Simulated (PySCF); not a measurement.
Species: furan, C4H4O.
Bonds: C1–C2 (aromatic), C2–C3 (aromatic), C3–O4 (aromatic), O4–C5 (aromatic), C1–C5 (aromatic). Hydrogens: H6 on C1; H7 on C2; H8 on C3; H9 on C5.

All values: wB97X-D/pcSseg-2 (PySCF, non-relativistic), on one gas-phase PBE0-D3(BJ)/def2-TZVP geometry that isn't relaxed in the solvent. The solvent is an IEF-PCM continuum (Bondi radii, 1.10 Å for H, scaled by 1.2). Only the electrostatic response of the medium enters.

Gas phase at wB97X-D/pcSseg-2: HOMO -8.52 eV, LUMO 2.02 eV, dipole 0.60 D.

Question: What does the continuum do to the energy, the frontier levels and the dipole at wB97X-D/pcSseg-2 in chloroform?

Answer: 
| solvent | ε | E(solvent) − E(gas) (kcal/mol) | polarisation term (kcal/mol) | distortion of the solute (kcal/mol) | HOMO (eV) | LUMO (eV) | dipole (D) |
| --- | --- | --- | --- | --- | --- | --- | --- |
| chloroform | 4.711 | -2.14 | -2.30 | 0.16 | -8.52 | 2.02 | 0.72 |

The first energy column is the sum of the next two and covers electrostatics alone.

wB97X-D is run here without its empirical dispersion term; that term would change no orbital, density or response property at a fixed geometry.
